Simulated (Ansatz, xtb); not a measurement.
**Two isomers of C3H5N**

Structure a: `[C-]#[N+]CC`, a singlet. Structure b: `CC1=NC1`, a singlet. Both are isolated molecules in the gas phase, relaxed with r2SCAN-D4/def2-SVP.

Q: Estimate E(b) − E(a) at the level CCSD(T)/def2-TZVP.

A: Calculated at CCSD(T)/def2-TZVP: E(b) − E(a) = +74.3 kJ/mol, so structure a lies lower.

The same difference at several levels:

```tsv
level	geometry	E(b) − E(a) (kJ/mol)	departure from the last row (kJ/mol)	job, with rough time for the two
GFN2-xTB	GFN2-xTB	+12.2	−62.1	optimisation, 0.1 s
HF/STO-3G	GFN2-xTB	+116.3	+41.9	single point, 0.16 s
r2SCAN-D4/def2-SVP//GFN2-xTB	GFN2-xTB	+56.5	−17.8	single point, 1.6 s
r2SCAN-D4/def2-SVP	r2SCAN-D4/def2-SVP	+53.6	−20.7	optimisation, 12 s
HF/def2-TZVP	r2SCAN-D4/def2-SVP	+113.9	+39.5	part of the CCSD(T) run
MP2/def2-TZVP	r2SCAN-D4/def2-SVP	+65.0	−9.4	part of the CCSD(T) run
CCSD(T)/def2-TZVP	r2SCAN-D4/def2-SVP	+74.3		single point, 26 s
```

As drawn, b has 1 C–C, 1 C=N in place of 1 C≡N. Structure a has no ring, b a 3-membered ring.

None of the levels shown reverses the order. The largest departure from CCSD(T)/def2-TZVP is that of GFN2-xTB, 62.1 kJ/mol.

With harmonic frequencies from r2SCAN-D4/def2-SVP (ideal gas, rigid rotor, one conformer each, 298.15 K, 1 atm): on the last row, ΔE + ΔZPE = +72.3, ΔH = +71.7, ΔG = +73.0 kJ/mol.

The correlated steps freeze 4 core orbitals. Codes used: Ansatz 0.2.0, xtb 6.7.1; the last row on 4 threads of Arm Neoverse V1 on a shared host.
